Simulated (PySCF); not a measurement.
**Vibration and rotation of N₂**

RHF-CCSD(T) constants of N₂, ¹Σg⁺ (singlet), closed shell (PySCF, spin-free X2C with a Gaussian nucleus, basis sets N x2c-SVPall; masses 14.0031 and 14.0031 u):

| Item | Value |
| --- | --- |
| ωe | 2396.3 cm⁻¹ |
| ωexe | 14.3 cm⁻¹ |
| Be | 1.9484 cm⁻¹ |
| αe | 0.0163 cm⁻¹ |
| D (centrifugal) | 5.15e-06 cm⁻¹ |
| De to N + N | 9.05 eV |

(1) Give the vibrational terms G(v) and spacings up to v = 6.

(2) How well does the Morse estimate ωe²/(4ωexe) reproduce De, and what is D0?

Measured values (Huber and Herzberg, Constants of Diatomic Molecules (1979)): ωe = 2358.57 cm⁻¹, ωexe = 14.324 cm⁻¹, Be = 1.998241 cm⁻¹, αe = 0.017318 cm⁻¹.

Correlated steps freeze 2 core orbitals. Correlated levels converge slowly with the basis: in double zeta they bind strong bonds too weakly, by up to about 1 eV, and carry superposition errors of some tenths. Where the molecule has an RHF reference, its open-shell atoms are computed with UHF.

Results:

(1) G(v) = ωe(v+½) − ωexe(v+½)².

```csv
v,G(v) (cm⁻¹),G(v) − G(v−1),Bv (cm⁻¹)
0,1194.6,,1.940
1,3562.3,2367.7,1.924
2,5901.4,2339.1,1.908
3,8211.9,2310.5,1.891
4,10493.8,2281.9,1.875
5,12747.1,2253.3,1.859
6,14971.8,2224.7,1.842
```

(2) It gives 12.45 eV, 138 % of the computed De. D0 = De − G(0) = 9.05 − 0.15 = 8.90 eV.
